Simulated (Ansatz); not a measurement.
Mulliken charges of C₂H₃FS, SMILES `F/C=C\S` from PBE/def2-TZVPP in Ansatz (PBE0-D4/def2-TZVP geometry).

```csv
atom,x (Å),y (Å),z (Å),charge (e)
F1,-0.750,-1.014,-1.105,-0.170
C2,-0.572,-0.684,0.181,0.040
C3,0.229,0.303,0.547,-0.074
S4,1.176,1.336,-0.487,-0.115
H5,-1.143,-1.302,0.862,0.097
H6,0.325,0.515,1.604,0.101
H7,0.796,0.778,-1.647,0.121
```

Problem. By hand: the dipole of these point charges (1 e Å = 4.8032 D).

Solution. Σ q r = (-0.029, -0.011, 0.257) e Å, of length 0.259 e Å = 1.24 D.

Problem. How does the dipole of the full density compare? (Best estimate.)

Solution. Ansatz gave: (-0.071, -0.067, 0.185) e Å, 1.00 D; the point charges give 1.24 times that, at 22° from its direction.

Point charges leave out the atoms' own dipoles, such as those of lone pairs, and Mulliken's split depends on the basis, so the two needn't agree.
